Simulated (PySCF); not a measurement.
# C3H2ClNO: the cost of one run

Programs: PySCF 2.14.0, with routines of our own; each step states its level. All values are computed. Atoms count from 0.

### Step 1. The system as given

8 atoms, charge 0, multiplicity 1; geometry from: GFN2-xTB.

### Step 2. Geometry optimisation at CAM-B3LYP/def2-SVP

The job: settings as JSON, then the geometry in Å.

```
{"job": {"xc": "CAM-B3LYP", "basis": "def2-SVP", "grid": 1, "kind": "geom"}, "charge": 0, "multiplicity": 1}
Cl     2.786123    -0.015983     0.600149
C      1.145257     0.061758     0.245055
N      0.472527     1.118043    -0.069542
C     -0.803994     0.666090    -0.261136
C     -0.830066    -0.673238    -0.046073
O      0.424394    -1.068544     0.280736
H     -1.588375     1.339001    -0.535308
H     -1.596809    -1.417714    -0.082966
```

The run is started by

```sh
OMP_NUM_THREADS=1 python excited_run.py task.json out
```

One launch serves the whole session: the jobs run in the order shown.

Q: Estimate the wall time and peak memory of this first job on 1 thread of Arm Neoverse N1, shared host.

About 57 s, with a peak of 0.49 GiB.
